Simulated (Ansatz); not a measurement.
C3H9NO can be A, `COC(C)N`, or B, `CN(C)CO`.

Gas-phase electronic energies from Ansatz, PBE0-D4/def2-TZVP geometries. CBS: MP2 limit from def2 TZ/QZ plus the TZ coupled-cluster correction, frozen cores. DFT in def2-TZVPP. B3LYP here is the variant with VWN-RPA as its local correlation; programs differ in this. One conformer a species, not always the lowest.

A:

```xyz
14

C    -0.502   -0.336   -1.781
O     0.471   -0.533   -0.793
C     0.020   -0.282    0.537
C    -0.118    1.203    0.805
N     0.922   -0.867    1.471
H    -0.095   -0.714   -2.720
H    -1.426   -0.888   -1.552
H    -0.759    0.722   -1.917
H    -0.959   -0.773    0.653
H     0.855    1.690    0.694
H    -0.814    1.672    0.109
H    -0.480    1.367    1.820
H     1.059   -1.848    1.261
H     1.826   -0.413    1.415
```

B:

Z-matrix (Å, degrees):
```
C
N 1 1.447
H 1 1.090 2 109.6
H 1 1.092 2 109.9 3 119.2
H 1 1.105 2 112.3 3 -120.4
C 2 1.443 1 111.8 3 178.4
C 2 1.439 1 112.2 3 51.1
H 6 1.092 2 110.1 1 177.0
H 6 1.092 2 109.6 1 58.3
H 6 1.105 2 113.2 1 -61.8
O 7 1.400 2 111.6 1 -68.4
H 7 1.099 2 107.4 1 168.9
H 7 1.103 2 112.8 1 49.8
H 11 0.963 7 106.5 2 -51.7
```

Problem. Which is lower in electronic energy at CCSD(T)/CBS, and by how much? (Estimate.)

Solution. The calculation gave: A, by 5.5 kcal/mol.

Problem. Give E(B) − E(A) in kcal/mol with CCSD(T)/def2-SVP, LDA (SPW92), r2SCAN-D4, PBE0-D4, B3LYP-D4, MP2/def2-TZVPP, B3LYP. (Best estimate.)

Solution. The calculation gave: CCSD(T)/def2-SVP 4.9, LDA (SPW92) 4.7, r2SCAN-D4 6.2, PBE0-D4 5.3, B3LYP-D4 5.7, MP2/def2-TZVPP 4.8, B3LYP 6.0. None reverses the order clearly.

Problem. Does the order hold for the free energy at 298.15 K (harmonic terms from PBE0-D4)? (An estimate is asked.)

Solution. Ansatz gave: Yes: G(B) − G(A) = +5.8 kcal/mol, for one conformer each.

Largest T1 diagnostic: 0.010.

Leaving LDA and LC-ωPBE aside and taking each functional with its dispersion term where it has one, the values, not all of them listed here, spread over 2.0 kcal/mol, from revPBE-D4 to B97M-V. LDA lies −0.8 kcal/mol from PBE without D4. In def2-TZVPP, CCSD(T) changes the Hartree–Fock value by −1.1 kcal/mol (the triples alone add −0.1 kcal/mol) and MP2 by −1.6 kcal/mol.
